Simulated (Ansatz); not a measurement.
**CH₂Si (singlet): the correlation ladder at distance Si1–C2 = 1.542 Å, cc-pVTZ**

An exercise on one series of results from a longer session: the logs are not shown, and one member is left open.

Method: cc-pVTZ, core rule «outside noble gas», up to 6 orbitals frozen; program: Ansatz 0.2.0, Gaussian basis.

The runs, in order: UHF; CCSD(T) on RHF; BCCD(T) on RHF; CCSDT(Q) on RHF; CASSCF and NEVPT2, 2 electrons in 2 orbitals; CASSCF and NEVPT2, 10 electrons in 10 orbitals.

### The system

The geometry derives from a PBE0/def2-TZVP stationary point (not a proven minimum). One bond is set to the value named and the two fragments are kept rigid.

4 atoms, charge 0, spin multiplicity 1.

Atoms are counted from 1 here; the program's logs count them from 0.

Bond lengths: Si1–C2 1.542 Å, C2–H3 1.090 Å, C2–H4 1.090 Å. Angles: Si1–C2–H3 123.5°, Si1–C2–H4 123.5°, H3–C2–H4 113.0°.

The first run:

in.yaml reads:

```yaml
crystal:
  periodic: [false, false, false]
  atoms:
    - {symbol: Si, position_ang: [0.000000, 0.000000, 0.542402]}
    - {symbol: C, position_ang: [0.000000, 0.000000, -0.999598]}
    - {symbol: H, position_ang: [0.000000, -0.909276, -1.601166]}
    - {symbol: H, position_ang: [0.000000, 0.909276, -1.601166]}
basis:
  gaussian: {orbitals: cc-pVTZ}
magnetization: {spin_polarized: true, initial_magnetization: 0}
hamiltonian: {xc: hf}
output: {orbitals: {seedname: orbitals}}
```

Run with:

```bash
> ansatz run in.yaml --threads 1 --pin off --events-out ev --progress --plain --max-ram 2816MiB --backend cpu
```

Steps of the session up to this table: UHF; CCSD(T) on RHF; BCCD(T) on RHF; CCSDT(Q) on RHF; CASSCF and NEVPT2, 2 electrons in 2 orbitals; CASSCF and NEVPT2, 10 electrons in 10 orbitals.

One table of the session follows, with a row left open; its other results are not shown here.

```
        method  from RCCSDT(Q) (kJ/mol)
           RHF                   +785.0
          RMP2                   +104.4
         RCCSD                        ?
      RCCSD(T)                     +4.3
       BCCD(T)                     +4.1
        RCCSDT                     +2.2
     RCCSDT(Q)                        0
CASSCF valence                   +495.5
NEVPT2 valence                   +123.2
```

Estimate the missing values for RCCSD.

**Answer.** from RCCSDT(Q) (kJ/mol): +38.8. In the column «from RCCSDT(Q) (kJ/mol)» it lies between RCCSD(T) (+4.3) and RMP2 (+104.4).

Left out of the table: CASSCF pair, NEVPT2 pair (the active space lost an orbital or holds another state than full CI finds).

Caveats from the session: Warnings in the runs' records: passed over end.
